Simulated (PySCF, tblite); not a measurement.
# CH8Si2, a small molecule taken as a stand-in for a surface group (Si site with back bonds [SiH3], C, [H]): NMR shifts, core binding energies and electronic excitations

What NMR shifts, core binding energies and electronic excitations should one expect for `C[SiH2][SiH3]`?

Programs: tblite 0.8.0 and PySCF 2.14.0. All values are calculated, for the isolated system unless a continuum is named. Atoms count from 0, parts from 1.

### Step 1. Starting point

11 atoms, charge 0, multiplicity 1; geometry: distance geometry start.

### Step 2. Relaxing the cluster with GFN2-xTB

What the job is given:

```
{"job": {"kind": "relax", "xc": "GFN2-xTB", "basis": "xTB"}, "charge": 0, "multiplicity": 1}
Si    -0.230188    -0.609141    -0.433696
Si     1.743810     0.324077     0.032192
C     -1.654464     0.214131     0.436564
H     -0.178401    -2.067912    -0.078090
H     -0.370885    -0.500600    -1.892325
H      2.653785    -0.111640    -1.059664
H      1.655856     1.768991    -0.024788
H      2.304558    -0.139980     1.290581
H     -2.100502    -0.527586     1.137907
H     -2.411879     0.446844    -0.368029
H     -1.350733     1.155854     0.945399
```

Method: GFN2-xTB geometry optimisation, gas phase.

Started as:

```console
> OMP_NUM_THREADS=1 python cluster_run.py task.json out
```

The driver reads the jobs from task.json and runs them one after another.

**Question.** The jobs that follow are: PBE0-D3(BJ)/def2-SVP geometry optimisation, gas phase; GIAO PBE0/pcSseg-2 NMR shielding, non-relativistic, gas phase; delta-SCF UKS SCAN, pcX-2 on the ionised atom, pcseg-1 elsewhere, spin-free X2C; TDDFT CAM-B3LYP/def2-SVPD, vertical, gas phase, core orbitals frozen in the response. Predict: point group; rotational constants (main isotopes); ¹³C shifts against TMS (PBE0/pcSseg-2); ¹H shifts against TMS (PBE0/pcSseg-2, means over atoms taken as alike); ²⁹Si shifts against TMS (PBE0/pcSseg-2); Si2p binding energies, SCAN/pcX-2; C1s binding energies, SCAN/pcX-2; lowest singlet (CAM-B3LYP/def2-SVPD); brightest single state of those computed; lowest triplet; vertical ionisation energy (ΔSCF).

**Answer**, as computed:

| quantity | value |
| --- | --- |
| point group | C1 |
| rotational constants (main isotopes) | 13.05, 3.18, 2.77 GHz |
| ¹³C shifts against TMS (PBE0/pcSseg-2) | -9.1 ppm |
| ¹H shifts against TMS (PBE0/pcSseg-2, means over atoms taken as alike) | 4.03, 3.55, 3.50, 3.47, 0.52, 0.18, 0.17 ppm |
| ²⁹Si shifts against TMS (PBE0/pcSseg-2) | -73.2, -109.1 ppm |
| Si2p binding energies, SCAN/pcX-2 | Si1 106.62, Si0 106.56 eV |
| C1s binding energies, SCAN/pcX-2 | C2 290.33 eV |
| lowest singlet (CAM-B3LYP/def2-SVPD) | 7.13 eV (174 nm), f = 0.033 |
| brightest single state of those computed | state 4, 8.00 eV, f = 0.471 |
| lowest triplet | 6.36 eV |
| vertical ionisation energy (ΔSCF) | 10.16 eV |

In words: Over 4 steps the energy fell by 0.179 eV; of the close pairs, Si0–H3 changed most, 1.442 to 1.498 Å (PBE0/def2-SVP). No frequency check was run at this level, so the end point may be a saddle. At PBE0/pcSseg-2: Shielding is most anisotropic at Si0 (span 68 ppm, paramagnetic term -465 ppm). The Si2p levels computed lie within 0.06 eV of one another, too close to rank. The first singlet state (HOMO→LUMO 0.82) lies at 7.13 eV and is weak; of the 6 states computed, the strongest absorption comes from state 4 at 8.00 eV. The lowest triplet lies 0.77 eV below the lowest singlet (triplets in Tamm-Dancoff, singlets in full TDDFT). The orbital energy would give 9.32 eV for ionisation, ΔSCF gives 10.16 eV. A capped cluster stands for the solid here, so long-range fields and strain are missing, and bands or shifts of the capping hydrogens have no counterpart in it.
